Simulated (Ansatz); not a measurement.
**A barrier at the coupled-cluster level**

Start structure (CH$_{8}$SSi, closed shell), relaxed at PBE0-D4/def2-TZVP:

| atom | x (Å) | y (Å) | z (Å) |
| --- | --- | --- | --- |
| Si1 | 0.3870 | -0.4442 | -2.0116 |
| S2 | 1.4705 | -1.6562 | -0.6235 |
| H3 | 1.2580 | 0.5901 | -2.6255 |
| H4 | -0.7712 | 0.2243 | -1.3672 |
| H5 | -0.0864 | -1.3889 | -3.0514 |
| H6 | -0.5766 | -0.3485 | 1.5593 |
| C7 | -0.8100 | 0.6604 | 1.8989 |
| H8 | 1.7949 | -0.6335 | 0.1855 |
| H9 | -1.7784 | 0.9617 | 1.5005 |
| H10 | -0.8424 | 0.6813 | 2.9879 |
| H11 | -0.0453 | 1.3535 | 1.5470 |

The step: SiH₄S ([SiH3][SH]) + CH₄ → CH₆Si ([CH3][SiH3]) + H₂S; bonds formed: Si1–C7, S2–H6; bonds broken: Si1–S2, H6–C7. Program: Ansatz 0.2.0. Basis: def2-TZVPP and def2-QZVPP. Cores are frozen in the correlated methods. Extrapolation: Hartree–Fock as exp(−7.88 √X), correlation as X^−2.97. Energies below are by CCSD(T) at an estimated basis limit (MP2 extrapolated from triple and quadruple zeta, plus CCSD(T) − MP2 in triple zeta).

Question: What are the electronic barrier and the energy of the step, from the start structure to the end structure? (Judge from chemistry; the value comes from the calculation.)

Answer: Computed: Barrier 3.073 eV; step energy 0.604 eV (uphill); reverse barrier, their difference, 2.469 eV. Barrier and step energy count from the start structure, the reverse barrier from the end structure.

The saddle point: One imaginary mode of 991i cm⁻¹.
| pair | start (Å) | saddle (Å) | end (Å) |
| --- | --- | --- | --- |
| Si1–C7 | 4.24 | 2.15 | 1.87 |
| S2–H6 | 3.27 | 1.80 | 1.34 |
| Si1–S2 | 2.14 | 2.54 | 3.97 |
| H6–C7 | 1.09 | 1.30 | 4.01 |

Zero-point energy (harmonic, PBE0-D4): ZPE is 2.162 eV at the start and 2.094 eV at the saddle, so the barrier goes from 3.073 to 3.004 eV.

No T1 diagnostic of these runs exceeds 0.012.

Labels in which every atom is bracketed show which atoms are joined, not bond orders.

For scale, one of the runs: CCSD(T)/def2-TZVPP, 227 basis functions, launched by `ansatz run in.yaml --threads 4 --pin off --events-out ev --progress --plain --max-ram 9574MiB`. Time: 53 s of wall clock on 4 CPU threads of an Arm Neoverse V2; the host was shared. Peak host memory: 3.5 GiB.
